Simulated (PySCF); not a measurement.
**Working out the electron affinity of S**

S⁻ [Ne] 3s2 3p5 (2P) → S [Ne] 3s2 3p4 (3P). Computed with PySCF 2.14 in aug-cc-pV(Q+d)Z (7s6p5d3f2g, 89 functions), with the non-relativistic Hamiltonian (point nucleus). Frozen: [Ne]. Energies in hartree (1 hartree = 27.21139 eV):

| part | S⁻ (lower) | S (upper) |
| --- | --- | --- |
| UHF | -397.545253 | -397.512745 |
| MP2 opposite-spin | -0.132621 | -0.100093 |
| MP2 same-spin | -0.037617 | -0.028474 |

Task: What does Hartree-Fock give?

Result: (-397.512745) − (-397.545253) = 0.032508 hartree = 0.885 eV.

Task: What do MP2 and SCS-MP2 (6/5 opposite-spin, 1/3 same-spin) give?

Result: The opposite-spin parts differ by 0.885 eV and the same-spin parts by 0.249 eV. MP2: 0.885 + (0.885) + (0.249) = 2.019 eV. SCS-MP2: 0.885 + 1.2 × (0.885) + (0.249)/3 = 2.030 eV.

A first-order spin-orbit estimate adds -0.003 eV to MP2 (valence), giving 2.016 eV against 2.077 eV (measured; photodetachment measurements, as compiled on the Wikipedia data page of electron affinities).

What remains against the reference includes basis incompleteness, the frozen core and correlation beyond second order.
